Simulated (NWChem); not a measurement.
System: water (H$_{2}$O); SMILES O

```xyz
3

O      0.0000     0.0000     0.1432
H      0.7577     0.0000    -0.4699
H     -0.7577     0.0000    -0.4699
```
Atoms are numbered in this order, from 1.

All runs: NWChem. The geometry was optimised at PBE-D3(BJ)/def2-SVP. B3LYP is NWChem's, with the RPA form of VWN correlation. Level: B3LYP/def2-SVP with SMD (1 M gas to 1 M solution), gas-phase geometry.

Predict the results for solvent chloroform. Quantities: solvation free energy (kcal/mol); cavity-dispersion-structure term (kcal/mol); dipole in solution (D).


```yaml
solvation free energy (kcal/mol): -4.2
cavity-dispersion-structure term (kcal/mol): 0.0
dipole in solution (D): 2.21
```
